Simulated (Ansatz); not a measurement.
## CH2F2, singlet: CASSCF and its corrections

Program: Ansatz, Gaussian basis, development build. Basis cc-pVDZ, nonrelativistic, 3 orbitals frozen in the corrections. State-specific CASSCF; RHF is the lowest restricted (open-shell) Hartree–Fock solution met. On stretched bonds single-reference methods can fail or change state. No symmetry is imposed, so a solution can break that of the shape. The lowest solution met needn't be the lowest there is, nor hold the orbitals that a chemist would pick.

Geometry. A bond is stretched, to 1.54 times the sum of the covalent radii.

```xyz
5

C     0.0000   -0.5783   -0.3352
F     0.0000    0.1939    1.5599
F     0.0000    0.4507   -1.2309
H    -0.9084   -1.1657   -0.4751
H     0.9084   -1.1657   -0.4751
```

What do CASSCF and its corrections give against RHF in CAS(2,2), and what are the occupations?

CASSCF -1.653 eV, SC-NEVPT2 -14.572 eV; occupations 1.81, 0.19.

How do single-reference totals in the same basis and frozen core stand against SC-NEVPT2 in CAS(2,2)?

CCSD(T) -0.942 eV. Coupled cluster stands on the determinant that it favours, which can lie over the RHF solution above, and is in doubt where the occupations are far from 0, 1 and 2.
